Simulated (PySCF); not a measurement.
hydroxide (HO), SMILES [OH-], charge -1.

Geometry: PBE-D3(BJ)/def2-TZVPD.

Method: PBE-D3(BJ)/def2-TZVPD (PySCF).

Frequencies are harmonic and unscaled.

Computed vibrational spectrum:
| mode | ν (cm⁻¹) | IR (km/mol) | moving atoms (share of kinetic energy) |
|---|---|---|---|
| 1 | 3646 | 82.8 | H 94 % |
